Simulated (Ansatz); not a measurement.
`Clc1ccc[nH]1`, charge 0, multiplicity 1.

Problem. Give a relaxed structure at PBE0-D4/def2-TZVP (Ansatz 0.2.0). (An estimate is asked.)

Solution. Computed: 
Cartesian coordinates in Å:
```
Cl -1.243 -1.116 -2.238
C -0.549 -0.390 -0.863
C -1.035 0.575 -0.024
C -0.032 0.797 0.953
C 1.018 -0.036 0.672
N 0.691 -0.758 -0.441
H -1.995 1.057 -0.109
H -0.080 1.496 1.773
H 1.965 -0.174 1.167
H 1.261 -1.452 -0.890
```
Point group Cs.
This is one stationary point; other conformers may exist.
